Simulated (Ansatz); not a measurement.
Mulliken charges of C$_{2}$H$_{3}$F$_{3}$S, SMILES `CSC(F)(F)F` from ωB97M-V/def2-TZVPP in Ansatz (PBE0-D4/def2-TZVP geometry).

```tsv
atom	x (Å)	y (Å)	z (Å)	charge (e)
C1	-0.265	-1.100	0.810	-0.369
S2	1.181	-0.335	0.060	-0.006
C3	0.352	1.023	-0.777	0.405
F4	-0.550	0.609	-1.674	-0.160
F5	1.271	1.742	-1.418	-0.151
F6	-0.297	1.836	0.064	-0.160
H7	0.112	-1.958	1.366	0.137
H8	-0.962	-1.447	0.049	0.152
H9	-0.754	-0.416	1.501	0.152
```

**Question.** By hand: the dipole of these point charges (1 e Å = 4.8032 D).

**Answer.** Σ q r = (-0.069, -0.383, 0.281) e Å, of length 0.480 e Å = 2.31 D.

**Question.** How does the dipole of the full density compare? (An estimate is asked.)

**Answer.** Computed: (-0.151, -0.363, 0.278) e Å, 2.31 D; the point charges give 1.00 times that, at 10° from its direction.

Point charges leave out the atoms' own dipoles, such as those of lone pairs, and Mulliken's split depends on the basis, so the close match here is no proof of good charges.
